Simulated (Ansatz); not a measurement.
Geometry optimisation, RHF/def2-SVP in Ansatz.

input.yaml

```yaml
crystal:
  periodic: [false, false, false]
  atoms:
    - { symbol: F, position_ang: [-0.6728, -1.0608, 2.3025] }
    - { symbol: C, position_ang: [-0.3676, -1.2547, 0.9955] }
    - { symbol: C, position_ang: [0.175, 0.0233, 0.3926] }
    - { symbol: O, position_ang: [0.6192, -0.128, -0.9941] }
    - { symbol: C, position_ang: [0.204, 1.1949, -1.4093] }
    - { symbol: S, position_ang: [-1.0144, 1.2742, -0.0741] }
    - { symbol: H, position_ang: [0.4148, -2.0445, 1.01] }
    - { symbol: H, position_ang: [-1.2061, -1.5992, 0.4514] }
    - { symbol: H, position_ang: [1.0662, 0.4206, 1.0195] }
    - { symbol: H, position_ang: [1.0547, 1.8868, -1.2862] }
    - { symbol: H, position_ang: [-0.2077, 1.2303, -2.3872] }
basis:
  gaussian: { orbitals: def2-SVP }
hamiltonian:
  xc: hf
relax:
  f_tol: 0.015
  max_steps: 40
```

Run as:

```bash
$ ansatz run input.yaml --threads 2 --pin off --max-ram 3072MiB --backend cpu --events-out ev --progress --plain --runs-dir out
```

Problem. Where does it end, and by what steps?

Solution. It converged. After 8 steps the energy has fallen by 0.455 eV; H11 moved furthest, 0.52 Å.

```
step  energy less start (eV)  largest force component (eV/Å)  accepted
   0                  0.0000                           2.398       yes
   1                 -0.3421                           1.537       yes
   2                 -0.4264                           0.277       yes
   3                 -0.4429                           0.122       yes
   4                 -0.3919                           1.172        no
   5                 -0.4522                           0.074       yes
   6                 -0.4545                           0.051       yes
   7                 -0.4548                           0.018       yes
   8                 -0.4549                           0.011       yes
```

```xyz
11
Properties=species:S:1:pos:R:3
F -0.874 -1.120 2.135
C -0.351 -1.220 0.886
C 0.318 0.083 0.529
O 0.851 0.037 -0.762
C 0.177 1.106 -1.364
S -0.792 1.496 0.143
H 0.389 -2.020 0.872
H -1.148 -1.449 0.182
H 1.066 0.337 1.280
H 0.855 1.904 -1.665
H -0.425 0.789 -2.214
```

Run time: 17 s on 2 threads of Arm Neoverse V1, with other jobs on the host, peak memory 0.24 GiB.
